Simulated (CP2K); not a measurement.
# BLYP-D3(BJ)/DZVP-MOLOPT-SR-GTH (core potential) run of AlSiH4Cl (SMILES [SiH3][AlH][Cl])

Aim: the vertical ionisation energy of AlSiH4Cl at BLYP-D3(BJ)/DZVP-MOLOPT-SR-GTH (core potential), from 2 runs. 

The calculation is run with CP2K 2026.2.

1 further run of the same task is left out (set aside as unsound or not needed).

## Step 1: The molecule

AlSiH4Cl: 7 atoms, total charge 0, spin state singlet. SMILES: `[SiH3][AlH][Cl]`. Geometry: relaxed at PBE0-D4/def2-TZVP.

Bond lengths: Si1–Al2 2.446 Å, Al2–Cl3 2.104 Å, Si1–H4 1.490 Å, Si1–H5 1.490 Å, Si1–H6 1.489 Å, Al2–H7 1.581 Å. Angles: Si1–Al2–Cl3 116.2°, Si1–Al2–H7 127.5°, Cl3–Al2–H7 116.3°, Al2–Si1–H4 110.2°, Al2–Si1–H5 110.2°, Al2–Si1–H6 112.2°, H4–Si1–H5 107.8°, H4–Si1–H6 108.2°, H5–Si1–H6 108.1°.

## Step 2: A single-point energy at BLYP-D3(BJ)/DZVP-MOLOPT-SR-GTH (core potential)

The input, run.inp:

```
&GLOBAL
    PROJECT run
    RUN_TYPE ENERGY
    PRINT_LEVEL MEDIUM
&END GLOBAL

&FORCE_EVAL
    METHOD Quickstep
    &DFT
        BASIS_SET_FILE_NAME BASIS_MOLOPT
        POTENTIAL_FILE_NAME GTH_POTENTIALS
        &QS
            METHOD GPW
            EPS_DEFAULT 1.0E-10
        &END QS
        &MGRID
            CUTOFF 400
            REL_CUTOFF 50
            NGRIDS 4
        &END MGRID
        &POISSON
            PERIODIC NONE
            POISSON_SOLVER MULTIPOLE
        &END POISSON
        # self-consistent field
        &SCF
            SCF_GUESS ATOMIC
            EPS_SCF 1.0E-06
            MAX_SCF 30
            &OT
                MINIMIZER CG
                PRECONDITIONER FULL_ALL
            &END OT
            &OUTER_SCF
                EPS_SCF 1.0E-06
                MAX_SCF 5
            &END OUTER_SCF
        &END SCF
        # functional
        &XC
            &XC_FUNCTIONAL BLYP
            &END XC_FUNCTIONAL
            &VDW_POTENTIAL
                POTENTIAL_TYPE PAIR_POTENTIAL
                &PAIR_POTENTIAL
                    TYPE DFTD3(BJ)
                    PARAMETER_FILE_NAME dftd3.dat
                    REFERENCE_FUNCTIONAL BLYP
                    R_CUTOFF 15
                &END PAIR_POTENTIAL
            &END VDW_POTENTIAL
        &END XC
        # extra output
        &PRINT
            &MOMENTS
                PERIODIC F
                REFERENCE COM
                MAX_MOMENT 1
            &END MOMENTS
            &MO_CUBES
                NLUMO 5
                NHOMO -1
                WRITE_CUBE F
            &END MO_CUBES
            &HIRSHFELD OFF
            &END HIRSHFELD
        &END PRINT
    &END DFT
    # atoms, cell and kinds
    &SUBSYS
        &CELL
            ABC 10.9 10.9 10.5
            PERIODIC NONE
        &END CELL
        &COORD
            Si    -0.861200     0.582500    -0.311200
            Al     1.094800    -0.612400     0.543100
            Cl     1.783400    -2.223100    -0.622900
            H     -2.012700    -0.351800    -0.455300
            H     -0.567600     1.154700    -1.655100
            H     -1.276600     1.696100     0.586300
            H      1.901100    -0.314000     1.869500
        &END COORD
        &TOPOLOGY
            &CENTER_COORDINATES
            &END CENTER_COORDINATES
        &END TOPOLOGY
        &KIND Si
            BASIS_SET DZVP-MOLOPT-SR-GTH-q4
            POTENTIAL GTH-BLYP-q4
        &END KIND
        &KIND Al
            BASIS_SET DZVP-MOLOPT-SR-GTH-q3
            POTENTIAL GTH-BLYP-q3
        &END KIND
        &KIND Cl
            BASIS_SET DZVP-MOLOPT-SR-GTH-q7
            POTENTIAL GTH-BLYP-q7
        &END KIND
        &KIND H
            BASIS_SET DZVP-MOLOPT-SR-GTH-q1
            POTENTIAL GTH-BLYP-q1
        &END KIND
    &END SUBSYS
&END FORCE_EVAL
```

Run with:

```bash
OMP_NUM_THREADS=1 cp2k.psmp -i run.inp > run.out 2>&1
```

Standard output:

```text
CP2K| version string:                                       CP2K version 2026.2
[...]
 GLOBAL| Method name                                                        CP2K
[...]
 GLOBAL| Run type                                                         ENERGY
[...]
 DFT| Spin restricted Kohn-Sham (RKS) calculation                            RKS
 DFT| Multiplicity                                                             1
[...]
 DFT| Charge                                                                   0
[...]
 FUNCTIONAL| BECKE88:
 FUNCTIONAL| LYP:
[...]
 QS| Method:                                                                 GPW
[...]
 QS| Density cutoff [a.u.]:                                                200.0
[...]
 QS| Relative density cutoff [a.u.]:                                        25.0
[...]
                             - Atoms:                                          7
[...]
                             - Spherical basis functions:                     59
[...]
 Number of electrons:                                                         18
[...]
     1 OT CG       0.15E+00    1.0     0.16003473       -22.1285907552 -2.21E+01
[...]
    21 OT CG       0.13E+00    1.0     0.00000053       -23.2658941867 -4.07E-11
  *** SCF run converged in    21 steps ***
[...]
  Overlap energy of the core charge distribution:               0.00000002608478
  Self energy of the core charge distribution:                -55.25555189646208
  Core Hamiltonian energy:                                     13.08360646138065
  Hartree energy:                                              25.11321364757341
  Exchange-correlation energy:                                 -6.19559997463986
  Dispersion energy:                                           -0.01156245060544
  Total energy:                                               -23.26589418666854
[...]
                     Mulliken Population Analysis
 #  Atom  Element  Kind  Atomic population                           Net charge
       1     Si       1          4.270566                             -0.270566
       2     Al       2          2.604516                              0.395484
       3     Cl       3          7.292350                             -0.292350
       4     H        4          0.959285                              0.040715
       5     H        4          0.959511                              0.040489
       6     H        4          0.961811                              0.038189
       7     H        4          0.951961                              0.048039
 # Total charge                             18.000000                  0.000000
[...]
  Dipole moment [Debye]
    X= -0.3797689E+00 Y=  0.9868162E+00 Z=  0.7645683E+00  Total=      1.3048353
[...]
 HOMO - LUMO gap [eV] :    4.033425
 ENERGY| Total FORCE_EVAL ( QS ) energy [hartree]            -23.265894186668543
[...]
```

Wall time 34 s (1 thread of Arm Neoverse V2, shared host); peak memory 0.96 GiB.

## Step 3: The doublet cation

The input, qs.inp:

```
&GLOBAL
    PROJECT_NAME qs
    RUN_TYPE ENERGY
    PRINT_LEVEL MEDIUM
&END GLOBAL

&FORCE_EVAL
    METHOD QS
    &DFT
        BASIS_SET_FILE_NAME BASIS_MOLOPT
        POTENTIAL_FILE_NAME GTH_POTENTIALS
        CHARGE 1
        MULTIPLICITY 2
        UKS T
        &QS
            METHOD GPW
            EPS_DEFAULT 1.0E-10
        &END QS
        &MGRID
            CUTOFF 400
            REL_CUTOFF 50
            NGRIDS 4
        &END MGRID
        &POISSON
            PERIODIC NONE
            POISSON_SOLVER MULTIPOLE
        &END POISSON
        &SCF
            SCF_GUESS ATOMIC
            EPS_SCF 1.0E-06
            MAX_SCF 30
            &OT
                MINIMIZER DIIS
                PRECONDITIONER FULL_SINGLE_INVERSE
            &END OT
            &OUTER_SCF
                EPS_SCF 1.0E-06
                MAX_SCF 5
            &END OUTER_SCF
        &END SCF
        &XC
            &XC_FUNCTIONAL BLYP
            &END XC_FUNCTIONAL
            &VDW_POTENTIAL
                POTENTIAL_TYPE PAIR_POTENTIAL
                &PAIR_POTENTIAL
                    TYPE DFTD3(BJ)
                    PARAMETER_FILE_NAME dftd3.dat
                    REFERENCE_FUNCTIONAL BLYP
                    R_CUTOFF 15
                &END PAIR_POTENTIAL
            &END VDW_POTENTIAL
        &END XC
        &PRINT
            &MOMENTS
                PERIODIC F
                REFERENCE COM
                MAX_MOMENT 1
            &END MOMENTS
            &MO_CUBES
                NLUMO 5
                NHOMO -1
                WRITE_CUBE F
            &END MO_CUBES
            &HIRSHFELD OFF
            &END HIRSHFELD
        &END PRINT
    &END DFT
    &SUBSYS
        &CELL
            ABC 10.9 10.9 10.5
            PERIODIC NONE
        &END CELL
        &COORD
            UNIT bohr
            Si    -1.6274321     1.1007655    -0.5880828
            Al     2.0688722    -1.1572683     1.0263103
            Cl     3.3701376    -4.2010501    -1.1771104
            H     -3.8034518    -0.6648057    -0.8603923
            H     -1.0726085     2.1820668    -3.1276857
            H     -2.4124244     3.2051645     1.1079464
            H      3.5925583    -0.5933740     3.5328430
        &END COORD
        &TOPOLOGY
            &CENTER_COORDINATES
            &END CENTER_COORDINATES
        &END TOPOLOGY
        &KIND Si
            BASIS_SET DZVP-MOLOPT-SR-GTH-q4
            POTENTIAL GTH-BLYP-q4
        &END KIND
        &KIND Al
            BASIS_SET DZVP-MOLOPT-SR-GTH-q3
            POTENTIAL GTH-BLYP-q3
        &END KIND
        &KIND Cl
            BASIS_SET DZVP-MOLOPT-SR-GTH-q7
            POTENTIAL GTH-BLYP-q7
        &END KIND
        &KIND H
            BASIS_SET DZVP-MOLOPT-SR-GTH-q1
            POTENTIAL GTH-BLYP-q1
        &END KIND
    &END SUBSYS
&END FORCE_EVAL
```

Run with:

```bash
OMP_NUM_THREADS=1 cp2k.psmp -i qs.inp -o qs.out
```

Standard output:

```text
CP2K| version string:                                       CP2K version 2026.2
[...]
 GLOBAL| Method name                                                        CP2K
[...]
 GLOBAL| Run type                                                         ENERGY
[...]
 DFT| Spin unrestricted (spin-polarized) Kohn-Sham calculation               UKS
 DFT| Multiplicity                                                             2
[...]
 DFT| Charge                                                                   1
[...]
 FUNCTIONAL| BECKE88:
 FUNCTIONAL| LYP:
[...]
 QS| Method:                                                                 GPW
[...]
 QS| Density cutoff [a.u.]:                                                200.0
[...]
 QS| Relative density cutoff [a.u.]:                                        25.0
[...]
                             - Atoms:                                          7
[...]
                             - Spherical basis functions:                     59
[...]
 Number of electrons:                                                          9
[...]
     1 OT DIIS     0.80E-01    1.9     0.07626237       -21.6765545600 -2.17E+01
[...]
    11 OT DIIS     0.80E-01    2.1     0.00000075       -22.9245256778 -2.81E-10
  *** SCF run converged in    11 steps ***
[...]
  Overlap energy of the core charge distribution:               0.00000002608478
  Self energy of the core charge distribution:                -55.25555189646208
  Core Hamiltonian energy:                                     12.76301642577645
  Hartree energy:                                              25.46701495367146
  Exchange-correlation energy:                                 -5.88744273622130
  Dispersion energy:                                           -0.01156245064486
  Total energy:                                               -22.92452567779555
[...]
                     Mulliken Population Analysis
 #  Atom  Element  Kind  Atomic population (alpha,beta) Net charge  Spin moment
       1     Si       1         2.155244     1.819484     0.025272     0.335761
       2     Al       2         1.234443     1.086961     0.678595     0.147482
       3     Cl       3         3.645197     3.386712    -0.031909     0.258485
       4     H        4         0.475048     0.451281     0.073671     0.023767
       5     H        4         0.475218     0.451050     0.073732     0.024169
       6     H        4         0.476712     0.450151     0.073137     0.026562
       7     H        4         0.538136     0.354361     0.107502     0.183775
 # Total charge and spin        9.000000     8.000000     1.000000     1.000000
[...]
  Dipole moment [Debye]
    X= -0.1475001E+01 Y=  0.2907535E+01 Z=  0.1841479E+01  Total=      3.7443865
[...]
 HOMO - LUMO gap [eV] :    1.154330
 ENERGY| Total FORCE_EVAL ( QS ) energy [hartree]            -22.924525677795547
[...]
```

Wall time 88 s (1 thread of Arm Neoverse V2, shared host); peak memory 1.2 GiB.

## Step 4: Summary of results

Level: BLYP-D3(BJ)/DZVP-MOLOPT-SR-GTH (core potential).

```
                                          quantity          value
                    singlet AlSiH4Cl: total energy   -23.26589 Eh
                   singlet AlSiH4Cl: dipole moment         1.30 D
                     singlet AlSiH4Cl: HOMO energy       -6.40 eV
                     singlet AlSiH4Cl: LUMO energy       -2.37 eV
                   singlet AlSiH4Cl: HOMO–LUMO gap        4.03 eV
               singlet AlSiH4Cl: dispersion energy  -30.36 kJ/mol
                      doublet cation: total energy   -22.92453 Eh
doublet cation: HOMO energy (highest over α and β)      -13.01 eV
 doublet cation: LUMO energy (lowest over α and β)      -12.15 eV
                 doublet cation: dispersion energy  -30.36 kJ/mol
                              doublet cation: ⟨S²⟩          0.754
vertical ionisation energy (to the doublet cation)       9.289 eV
```

Removing an electron at fixed nuclei costs 9.29 eV (896 kJ/mol). The negative HOMO energy of the first species, 6.40 eV, lies 2.88 eV below that difference.
